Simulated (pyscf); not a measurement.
## Four-centre exchange: `[PH2][GeH3]` + `[SiH4]` → `[SiH3][GeH2][PH2]` + `[H][H]`

Gas phase, singlet surface, charge 0. Bonds broken: Ge2–H5, Si8–H9. Bonds formed: Ge2–Si8, H5–H9. Single points on ωB97X-D3(BJ)/def2-SVP structures (PySCF, gas phase).

Transition state (Å):

```xyz
12

P      0.0559    -0.0979    -1.9110
Ge     0.4164     0.0977     0.3790
H     -1.0601    -0.9733    -1.7806
H     -0.7490     1.0738    -2.0022
H     -0.5541     0.4124     1.9640
H      1.4105     1.2596     0.5496
H      1.0508    -1.2324     0.8214
Si    -2.0479     0.5152     0.9718
H     -1.4413     0.6002     2.5204
H     -3.3206     0.6046     0.1450
H     -2.0176    -0.9652     1.2133
H     -1.6033     1.9457     0.8911
```

One imaginary mode, 1335i cm⁻¹; descent along it reached the two sides named.

```
bond     change  reactant side (Å)  saddle  product side
-------  ------  -----------------  ------  ------------
Ge2–H5   breaks              1.536   1.885           3.3
Si8–H9   breaks              1.491   1.665           3.2
Ge2–Si8   forms                4.4   2.569         2.376
H5–H9     forms                4.6   1.064         0.760
```

Electronic energies relative to the separated reactants (kcal/mol):

```tsv
level	barrier	reaction energy	reverse barrier
ωB97X-D3(BJ)/def2-TZVP	65.4	-3.1	68.5
PBE/def2-TZVP	57.0	-1.1	58.2
r²SCAN/def2-TZVP	60.4	-0.9	61.3
B3LYP-D3(BJ)/def2-TZVP	65.7	-0.3	66.0
PBE0-D3(BJ)/def2-TZVP	59.8	-1.5	61.3
M06-2X/def2-TZVP	67.0	-0.1	67.0
ωB97M-D3(BJ)/def2-TZVP	67.7	+1.4	66.3
HF/def2-TZVP	97.4	+7.9	89.5
```

With ωB97M-D3(BJ)/def2-TZVP energies and thermal terms (ideal gas, 1 atm, RRHO with modes under 100 cm⁻¹ raised to 100, one conformer, R ln 2 for chiral ones without a mode under 150 cm⁻¹), in kcal/mol:

| T (K) | ΔH‡ | ΔG‡ | ΔH | ΔG |
|---|---|---|---|---|
| 298 | 67.3 | 77.5 | +0.2 | +1.1 |
| 600 | 67.7 | 87.7 | +1.8 | +1.3 |
| 900 | 68.3 | 97.6 | +2.7 | +0.9 |
| 1200 | 69.1 | 107.3 | +3.3 | +0.2 |

The same reactants have a lower exit, to H₃Si–PH–GeH₃ + H₂ (barrier +62.2 kcal/mol at ωB97M-D3(BJ)/def2-TZVP, against +67.7 kcal/mol here). One saddle was located; it need not be the lowest between these sides. Elements up to Kr have no core potential and no relativistic terms here.
